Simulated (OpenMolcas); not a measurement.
**triplet CHNO: levels of theory compared**

Wanted: a comparison of 3 runs (UB3LYP/cc-pVTZ, UPBE0/cc-pVTZ, ROMP2/cc-pVTZ) of triplet CHNO. 

The calculation is run with OpenMolcas 26.06.

2 further runs of the same task are left out: 1 that didn't finish, 1 set aside as unsound or not needed.

**1. The system as given**

CHNO: 4 atoms, total charge 0, spin state triplet. SMILES of the parent species: `N#CO`. The shape is that of a PBE0-D4/def2-TZVP optimisation. That shape belongs to the parent species and isn't relaxed for this state.

Bond lengths: N1–C2 1.153 Å, C2–O3 1.290 Å, O3–H4 0.966 Å. Angles: N1–C2–O3 176.9°, C2–O3–H4 110.5°.

**2. The energy at UB3LYP/cc-pVTZ (run 1)**

The input, mol.inp:

```
* CHNO Kohn-Sham DFT
>>> EXPORT MOLCAS_PRINT=2

&GATEWAY
 BasLib = $CurrDir
 Coord
 4
 angstrom
 N       -1.343020      -0.163260       0.884430
 C       -0.431900       0.072570       0.218870
 O        0.558270       0.398850      -0.541130
 H        1.216640      -0.308160      -0.562170
 Basis = cc-pVTZ
 Group = NoSym

&SEWARD
 GridInput
 Grid=UltraFine
 End of Grid

&SCF
 UHF
 Spin = 3
 KSDFT = B3LYP
 Thresholds = 1e-10 1e-07 1e-07 1e-05
 PrOrbitals = 1 2
```

The basis set cc-pVTZ is read from a file made from the Basis Set Exchange's data (not shown).

Started as:

```
$ export MOLCAS_MEM=1860
$ pymolcas mol.inp > mol.log
```

What it wrote:

```text
--- Start Module: gateway ---
[...]
--- Stop Module: gateway /rc=_RC_ALL_IS_WELL_ ---
--- Start Module: seward ---
[...]
      Basis functions          104
--- Stop Module: seward /rc=_RC_ALL_IS_WELL_ ---
[...]
--- Start Module: scf ---
[...]
       Convergence after  34 Iterations
[...]
::    Total KS-DFT energy                            -168.4569567910
[...]
      Total spin, S                                     1.0034559374
[...]
      Total electronic charge=   22.000000
      Total            charge=   -0.000000
[...]
      Dipole Moment (debye):
      Origin of the operator (angstrom)=   -0.3217    0.1082    0.1346
                   X= -4.8225E-01               Y=  3.9582E-01               Z=  7.9181E-02           Total=  6.2890E-01
      Quadrupole Moment (debye*angstrom):
[...]
--- Stop Module: scf /rc=_RC_ALL_IS_WELL_ ---
[...]
```

It took 85 s on 1 thread of Arm Neoverse V1, shared host; peak memory 0.59 GiB.

**3. The energy at UPBE0/cc-pVTZ (run 2)**

The input, calc.inp:

```
&gateway
baslib
$CurrDir
coord
4
angstrom
N       -1.343020      -0.163260       0.884430
C       -0.431900       0.072570       0.218870
O        0.558270       0.398850      -0.541130
H        1.216640      -0.308160      -0.562170
basis
cc-pVTZ
group
NoSym
&seward
gridinput
Grid=UltraFine
End of Grid
&scf
uhf
spin
3
ksdft
PBE0
thresholds
1e-10 1e-07 1e-07 1e-05
prorbitals
0
```

The basis set cc-pVTZ is read from a file made from the Basis Set Exchange's data (not shown).

Started as:

```
$ export MOLCAS_MEM=1860
$ pymolcas calc.inp > calc.log
```

What it wrote:

```text
--- Start Module: gateway ---
[...]
--- Stop Module: gateway /rc=_RC_ALL_IS_WELL_ ---
--- Start Module: seward ---
[...]
      Basis functions          104
--- Stop Module: seward /rc=_RC_ALL_IS_WELL_ ---
[...]
--- Start Module: scf ---
[...]
       Convergence after  42 Iterations
[...]
::    Total KS-DFT energy                            -168.2623406063
[...]
      Total spin, S                                     1.0042284232
[...]
      Total electronic charge=   22.000000
      Total            charge=   -0.000000
[...]
      Dipole Moment (debye):
      Origin of the operator (angstrom)=   -0.3217    0.1082    0.1346
                   X= -5.2957E-01               Y=  3.9813E-01               Z=  1.0566E-01           Total=  6.7091E-01
      Quadrupole Moment (debye*angstrom):
[...]
--- Stop Module: scf /rc=_RC_ALL_IS_WELL_ ---
[...]
```

Wall time 1.7 min (1 thread of Arm Neoverse V1, shared host); peak memory 0.59 GiB.

**4. The energy at ROMP2/cc-pVTZ (run 3)**

The input, mol.xyz:

```xyz
4

N     -1.343020    -0.163260     0.884430
C     -0.431900     0.072570     0.218870
O      0.558270     0.398850    -0.541130
H      1.216640    -0.308160    -0.562170
```

The input, test.input:

```
&GATEWAY
  BasLib = $CurrDir
  Coord = mol.xyz
  Basis = cc-pVTZ
  Group = NoSym

&SEWARD

&SCF
  UHF
  Spin = 3
  Thresholds = 1e-10 1e-07 1e-07 1e-05
  PrOrbitals = 0

&RASSCF
  FileOrb = $Project.UnaOrb
  Spin = 3
  Nactel = 2 0 0
  Inactive = 10
  Ras2 = 2
  OutOrbitals = Canonical
  OrbListing = NoCore

&CASPT2
  IPEA = 0.0
  Frozen = 3
```

The basis set cc-pVTZ is read from a file made from the Basis Set Exchange's data (not shown).

Started as:

```
$ export MOLCAS_MEM=1860
$ pymolcas test.input > test.log
```

What it wrote:

```text
--- Start Module: gateway ---
[...]
--- Stop Module: gateway /rc=_RC_ALL_IS_WELL_ ---
[...]
      Basis functions          104
[...]
       Convergence after  30 Iterations
[...]
::    Total SCF energy                               -167.5399746538
[...]
      Total spin, S                                     1.0303984216
[...]
--- Start Module: rasscf ---
[...]
      Number of active orbitals                  2
[...]
      Spin quantum number                      1.0
[...]
      Active orbitals                            2
[...]
      Number of CSFs                             1
[...]
      Number of root(s) required                 1
[...]
      Convergence after 21 iterations
[...]
      printout of CI-coefficients larger than  0.05 for root  1
      energy=    -167.529759
      conf/sym  11     Coeff  Weight
             1  uu   1.00000 1.00000
      Natural orbitals and occupation numbers for root  1
      sym 1:   1.000000   1.000000
      ************************************************************************************************************************
      *                                                    Final results                                                     *
[...]
::    RASSCF root number  1 Total energy:   -167.52975947
[...]
      Total electronic charge=   22.000000
      Total            charge=   -0.000000
[...]
      Dipole Moment (debye):
      Origin of the operator (angstrom)=   -0.3217    0.1082    0.1346
                   X= -1.9354E+00               Y=  8.9387E-01               Z=  6.8258E-01           Total=  2.2385E+00
      Quadrupole Moment (debye*angstrom):
[...]
--- Stop Module: rasscf /rc=_RC_ALL_IS_WELL_ ---
[...]
--- Start Module: caspt2 ---
[...]
 ###    WARNING: User changed nr of frozen orbitals.                         ###
 ###############################################################################
[...]
      E2 (Variational):          -0.5695677876
      Total energy:            -168.0993272599
[...]
      Reference weight:           0.84763
[...]
::    CASPT2 Root  1     Total energy:   -168.09932726
[...]
--- Stop Module: caspt2 /rc=_RC_ALL_IS_WELL_ ---
[...]
```

It took 35 s on 1 thread of Arm Neoverse V1, shared host; peak memory 0.59 GiB.

**5. Overview of the runs**

| run | level | integration grid | frozen core orbitals | energy (Eh) | dipole moment (D) | HOMO energy (eV) | ⟨S²⟩ | wall time |
| --- | --- | --- | --- | --- | --- | --- | --- | --- |
| 1 | UB3LYP/cc-pVTZ | UltraFine | – | -168.456957 | 0.63 | -2.68 | 2.010 | 85 s |
| 2 | UPBE0/cc-pVTZ | UltraFine | – | -168.262341 | 0.67 | -2.79 | 2.013 | 1.7 min |
| 3 | ROMP2/cc-pVTZ | – | 3 | -168.099327 | – | – | – | 35 s |

**6. What came out**

```
           quantity          value
run 3: total energy  -168.09933 Eh
```

What this shows: Totals of different functionals can't be ranked against each other. All runs together took 3.7 min, the longest 1.7 min.
